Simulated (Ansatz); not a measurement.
A made-up structure of C₂H₂B (charge -1), closed shell:

```xyz
5
angstrom
B -0.2894 0.3833 -0.3227
C 0.4445 -0.5887 0.4956
C 1.0726 -1.4204 1.1960
H -0.9672 0.0500 -1.2737
H 1.5313 -2.0115 1.9468
```

It is relaxed with PBE-D4/def2-SVPD and then PBE0-D4/def2-TZVPD (Ansatz 0.2.0). Atoms count as bonded within 1.22 times the sum of their covalent radii (H–H: 0.88 Å). The end point is not checked to be a true minimum.

(1) Does its bonding change? (A judgement: the text doesn't fix the answer.)

Results:

(1) The calculation gives: No: no bond forms or breaks.

Where it ends: The first stage lowers the energy by 0.34 eV in 10 steps. It ends as C₂H₂B ([BH][C][CH]), total charge -1:
```
5
angstrom
B -0.1941 0.2217 -0.2880
C 0.3845 -0.8360 0.4424
C 0.9341 -1.7804 1.1354
H -0.9406 0.3342 -1.2120
H 1.6078 -1.5268 1.9641
```

Labels in which every atom is bracketed show which atoms are joined, not bond orders.

For scale, one of the runs: PBE0-D4/def2-TZVPD relaxation, 129 basis functions, launched by `ansatz run in.yaml --threads 2 --pin off --events-out ev --progress --plain --max-ram 4352MiB`. The run took about 12 s on 2 CPU threads of an Arm Neoverse V1 (shared host).
